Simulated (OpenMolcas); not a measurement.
# BNH4 (SMILES BN): levels of theory compared

We compute a comparison of 6 runs (HF/STO-3G, UHF/STO-3G, PBE/STO-3G, SVWN5/STO-3G, UB3LYP/STO-3G, ACPF/STO-3G) of BNH4. 

The results are computed with OpenMolcas 26.06.

## (1) The structure to begin with

The species is BNH4 (6 atoms), meant as a singlet with charge 0. SMILES: `BN`. The N2–H5 distance was set to 1.760 Å, away from the relaxed value. At this shape a bond of the SMILES string is far longer than usual.

Bond lengths: B1–N2 1.385 Å, B1–H3 1.197 Å, B1–H4 1.197 Å, N2–H6 1.006 Å. Angles: B1–N2–H6 123.2°, N2–B1–H3 119.0°, N2–B1–H4 119.0°, H3–B1–H4 122.0°. A long bond or contact: N2–H5 1.760 Å.

## (2) A single-point energy at HF/STO-3G (run 1)

File test.input:

```
&GATEWAY
 BasLib = $CurrDir
 Coord
 6
 angstrom
 B        0.072581      -1.156840       0.523117
 N        0.346881       0.200160       0.559517
 H        0.426581      -1.845240       1.436217
 H       -0.511219      -1.605940      -0.420483
 H       -0.121600       1.313700      -0.720800
 H        0.832781       0.644160       1.320017
 Basis = STO-3G
 Group = NoSym

&SEWARD

&SCF
 Thresholds = 1e-10 1e-07 1e-07 1e-05
 PrOrbitals = 1 1
```

The basis set STO-3G is read from a file made from the Basis Set Exchange's data (not shown).

Started as:

```console
$ export MOLCAS_MEM=1860
$ pymolcas test.input > test.log
```

Log:

```text
--- Start Module: gateway ---
[...]
--- Stop Module: gateway /rc=_RC_ALL_IS_WELL_ ---
--- Start Module: seward ---
[...]
      Basis functions           14
--- Stop Module: seward /rc=_RC_ALL_IS_WELL_ ---
--- Start Module: scf ---
[...]
       Convergence after  11 Iterations
[...]
::    Total SCF energy                                -80.2554457688
[...]
      Total spin, S                                     0.0000000000
[...]
      Total electronic charge=   16.000000
      Total            charge=   -0.000000
[...]
      Dipole Moment (debye):
      Origin of the operator (angstrom)=    0.2165   -0.3938    0.5241
                   X=  3.1962E-01               Y=  1.8223E+00               Z= -4.2567E-02           Total=  1.8506E+00
      Quadrupole Moment (debye*angstrom):
[...]
--- Stop Module: scf /rc=_RC_ALL_IS_WELL_ ---
[...]
```

It took 1.3 s on 1 thread of Arm Neoverse V2, shared host; peak memory 0.37 GiB.

## (3) A single-point energy at UHF/STO-3G (run 2)

File test.input:

```
* BH4N Hartree-Fock

&GATEWAY
  BASLIB=$CurrDir
  COORD
  6
  angstrom
  B        0.072581      -1.156840       0.523117
  N        0.346881       0.200160       0.559517
  H        0.426581      -1.845240       1.436217
  H       -0.511219      -1.605940      -0.420483
  H       -0.121600       1.313700      -0.720800
  H        0.832781       0.644160       1.320017
  BASIS=STO-3G
  GROUP=NoSym

&SEWARD

&SCF
  UHF
  THRESHOLDS=1e-10 1e-07 1e-07 1e-05
  SCRAMBLE=0.25
  PRORBITALS=1 1
```

The basis set STO-3G is read from a file made from the Basis Set Exchange's data (not shown).

Started as:

```console
$ export MOLCAS_MEM=1860
$ pymolcas test.input > test.log
```

Log:

```text
--- Start Module: gateway ---
[...]
--- Stop Module: gateway /rc=_RC_ALL_IS_WELL_ ---
--- Start Module: seward ---
[...]
      Basis functions           14
--- Stop Module: seward /rc=_RC_ALL_IS_WELL_ ---
--- Start Module: scf ---
[...]
       Convergence after  27 Iterations
[...]
::    Total SCF energy                                -80.2969917201
[...]
      Total spin, S                                     0.4720464205
[...]
      Total electronic charge=   16.000000
      Total            charge=   -0.000000
[...]
      Dipole Moment (debye):
      Origin of the operator (angstrom)=    0.2165   -0.3938    0.5241
                   X=  4.9924E-01               Y=  1.3551E+00               Z=  4.6264E-01           Total=  1.5164E+00
      Quadrupole Moment (debye*angstrom):
[...]
--- Stop Module: scf /rc=_RC_ALL_IS_WELL_ ---
[...]
```

It took 1.7 s on 1 thread of Arm Neoverse V2, shared host; peak memory 0.37 GiB.

Runs 3 to 4 aren't shown in full; the table further down has their settings and results.

## (4) A single-point energy at UB3LYP/STO-3G (run 5)

File test.inp:

```
&GATEWAY
BasLib
$CurrDir
Coord
6
angstrom
B        0.072581      -1.156840       0.523117
N        0.346881       0.200160       0.559517
H        0.426581      -1.845240       1.436217
H       -0.511219      -1.605940      -0.420483
H       -0.121600       1.313700      -0.720800
H        0.832781       0.644160       1.320017
Basis
STO-3G
Group
NoSym
&SEWARD
GridInput
Grid=UltraFine
End of Grid
&SCF
UHF
KSDFT
B3LYP
Thresholds
1e-10 1e-07 1e-07 1e-05
Scramble
0.25
PrOrbitals
1 1
```

The basis set STO-3G is read from a file made from the Basis Set Exchange's data (not shown).

Started as:

```console
$ export MOLCAS_MEM=1860
$ pymolcas test.inp > test.log
```

Log:

```text
--- Start Module: gateway ---
[...]
--- Stop Module: gateway /rc=_RC_ALL_IS_WELL_ ---
--- Start Module: seward ---
[...]
      Basis functions           14
--- Stop Module: seward /rc=_RC_ALL_IS_WELL_ ---
--- Start Module: scf ---
[...]
       Convergence after  28 Iterations
[...]
::    Total KS-DFT energy                             -80.8408159329
[...]
      Total spin, S                                     0.0241117637
[...]
      Total electronic charge=   16.000000
      Total            charge=   -0.000000
[...]
      Dipole Moment (debye):
      Origin of the operator (angstrom)=    0.2165   -0.3938    0.5241
                   X=  4.4381E-01               Y=  2.0516E+00               Z=  1.1053E-01           Total=  2.1020E+00
      Quadrupole Moment (debye*angstrom):
[...]
--- Stop Module: scf /rc=_RC_ALL_IS_WELL_ ---
[...]
```

Run time: 12 s. Hardware: 1 thread of Arm Neoverse V2, shared host; peak memory 0.37 GiB.

## (5) A single-point energy at ACPF/STO-3G (run 6)

File test.inp:

```
&GATEWAY
 BasLib = $CurrDir
 Coord
 6
 angstrom
 B        0.072581      -1.156840       0.523117
 N        0.346881       0.200160       0.559517
 H        0.426581      -1.845240       1.436217
 H       -0.511219      -1.605940      -0.420483
 H       -0.121600       1.313700      -0.720800
 H        0.832781       0.644160       1.320017
 Basis = STO-3G
 Group = NoSym

&SEWARD

&SCF
 Thresholds = 1e-10 1e-07 1e-07 1e-05
 PrOrbitals = 1 1

&MOTRA
 Frozen = 2

&GUGA
 Electrons = 12
 Spin = 1
 Inactive = 6
 Active = 0
 CIAll = 1

&CPF
 ACPF
```

The basis set STO-3G is read from a file made from the Basis Set Exchange's data (not shown).

Started as:

```console
$ export MOLCAS_MEM=1860
$ pymolcas test.inp > test.log
```

Log:

```text
--- Start Module: gateway ---
[...]
--- Stop Module: gateway /rc=_RC_ALL_IS_WELL_ ---
[...]
      Basis functions           14
[...]
       Convergence after  11 Iterations
[...]
::    Total SCF energy                                -80.2554457688
[...]
      Total spin, S                                     0.0000000000
[...]
      *** WARNING: Default frozen orbitals is overwritten by user input.
      *** Default values:   2
[...]
--- Start Module: guga ---
[...]
--- Stop Module: guga /rc=_RC_ALL_IS_WELL_ ---
--- Start Module: cpf ---
[...]
      Active orbitals                            0       0
[...]
      Spin quantum number                      0.0
[...]
     FINAL ACPF ENERGY         -80.45122363
     FINAL CORRELATION ENERGY   -0.19577786  REFERENCE ENERGY     -80.25544577
[...]
      Title:  ACPF natural orbitals
[...]
      Total electronic charge=   16.000000
      Total            charge=    0.000000
[...]
      Dipole Moment (debye):
      Origin of the operator (angstrom)=    0.2165   -0.3938    0.5241
                   X=  6.4106E-01               Y=  2.0975E+00               Z=  4.6682E-01           Total=  2.2424E+00
      Quadrupole Moment (debye*angstrom):
[...]
--- Stop Module: cpf /rc=_RC_ALL_IS_WELL_ ---
[...]
```

Run time: 1.4 s. Hardware: 1 thread of Arm Neoverse V2, shared host; peak memory 0.37 GiB.

## (6) Overview of the runs

```csv
run,level,scramble,integration grid,energy (Eh),dipole moment (D) of the reference,HOMO energy (eV),LUMO energy (eV),wall time
1,HF/STO-3G,–,–,-80.255446,1.85,-9.59,4.83,1.3 s
2,UHF/STO-3G,0.25,–,-80.296992,1.52,-9.32,6.60,1.7 s
3,PBE/STO-3G,–,UltraFine,-80.727192,2.16,-4.67,-1.18,4.2 s
4,SVWN5/STO-3G,–,UltraFine,-80.061357,2.28,-4.56,-0.92,3.9 s
5,UB3LYP/STO-3G,0.25,UltraFine,-80.840816,2.10,-5.85,-0.45,12 s
6,ACPF/STO-3G,–,–,-80.451224,1.85,-9.59,4.83,1.4 s
```

## (7) Outcome

| quantity | value |
| --- | --- |
| run 6: total energy | -80.45122 Eh |
| run 6: dipole moment (mean-field density) | 1.85 D |
| run 6: HOMO energy (Hartree–Fock orbitals) | -9.59 eV |
| run 6: LUMO energy (Hartree–Fock orbitals) | 4.83 eV |
| run 6: HOMO–LUMO gap (Hartree–Fock orbitals) | 14.42 eV |
| run 6: correlation energy (2 core orbitals frozen) | -195.8 mEh |

Over runs 1, 2, 3, 4, 5 the dipole moment (its size) runs from 1.52 D (UHF/STO-3G) to 2.28 D (SVWN5/STO-3G). Over runs 1, 2, 3, 4, 5 the HOMO–LUMO gap runs from 3.49 eV (PBE/STO-3G) to 15.93 eV (UHF/STO-3G). Totals of different functionals can't be ranked against each other. In runs 1, 2, 3, 4, 5, 6 the basis is minimal, so the values are rough. Spin contamination of the reference: run 2 ⟨S²⟩ = 0.69. Where it is this large, the reference is a mixture of spin states, and values that rest on it are in doubt. All runs together took 24 s, the longest 12 s.
